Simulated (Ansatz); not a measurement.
One change: `N/C(F)=C\O` becomes `N/C(Cl)=C\O`.

Ansatz, PBE0-D4/def2-TZVP geometries, multiplicity 1. Each molecule was computed in one conformer, which needn't be the lowest.

| property | `N/C(F)=C\O` |
| --- | --- |
| HOMO energy (ωB97M-V/def2-TZVPP) / eV | -8.63 |
| HOMO–LUMO gap (B3LYP/def2-TZVPP) / eV | 6.54 |
| HOMO energy (PBE/def2-TZVPP) / eV | -5.07 |
| LUMO energy (PBE0/def2-TZVPP) / eV | 0.75 |
| HOMO energy (PBE0/def2-TZVPP) / eV | -6.37 |
| size of the dipole moment (PBE/def2-TZVPP) / D | 2.08 |

Give the same properties after the change, and the shifts. (An estimate is asked.)

Computed: 
| property | `N/C(Cl)=C\O` | shift |
| --- | --- | --- |
| HOMO energy (ωB97M-V/def2-TZVPP) / eV | -8.63 | 0.00 |
| HOMO–LUMO gap (B3LYP/def2-TZVPP) / eV | 6.51 | -0.03 |
| HOMO energy (PBE/def2-TZVPP) / eV | -5.22 | -0.15 |
| LUMO energy (PBE0/def2-TZVPP) / eV | 0.54 | -0.21 |
| HOMO energy (PBE0/def2-TZVPP) / eV | -6.44 | -0.07 |
| size of the dipole moment (PBE/def2-TZVPP) / D | 1.96 | -0.12 |

With PBE0 the HOMO falls by 0.07 eV and the LUMO falls by 0.21 eV, so the gap narrows by about 0.14 eV. PBE moves the HOMO by -0.15 eV and ωB97M-V by 0.00 eV. Dipoles are sizes alone; their direction can turn.

B3LYP here is the variant with VWN-RPA as its local correlation; programs differ in this.
